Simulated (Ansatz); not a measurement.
Two isomers of C6H12: A = `CC(C)=C(C)C`, B = `C=CC(C)(C)C`.

Program: Ansatz. Geometries: PBE0-D4/def2-TZVP. ΔE: electronic, gas phase. CBS: MP2 limit from def2 TZ/QZ plus the TZ coupled-cluster correction, frozen cores. Functionals use def2-TZVPP. B3LYP here is the variant with VWN-RPA as its local correlation; programs differ in this.

(1) Which is lower in electronic energy at CCSD(T)/CBS, and by how much? (Estimate.)

(2) Give E(B) − E(A) in kJ/mol with B3LYP-D4, CCSD(T)/def2-TZVPP, CCSD/def2-TZVPP, B3LYP, r2SCAN-D4, HF/def2-TZVPP, CCSD(T)/def2-SVP. (Best estimate.)

Largest T1 diagnostic: 0.009.

Results:

(1) The calculation gave: B, by 9.0 kJ/mol.

(2) Ansatz gave: B3LYP-D4 1.3, CCSD(T)/def2-TZVPP -9.7, CCSD/def2-TZVPP -10.3, B3LYP 4.1, r2SCAN-D4 1.0, HF/def2-TZVPP -12.2, CCSD(T)/def2-SVP -7.1. The order is the other way round with B3LYP-D4, B3LYP, r2SCAN-D4.

From BLYP to BHLYP (50 % exact exchange), in def2-TZVPP and without D4, E(B) − E(A) moves by −9.6 kJ/mol. Leaving LDA and LC-ωPBE aside and taking each functional with its dispersion term where it has one, the values, not all of them listed here, spread over 11.5 kJ/mol, from BHLYP-D4 to PBE-D4.
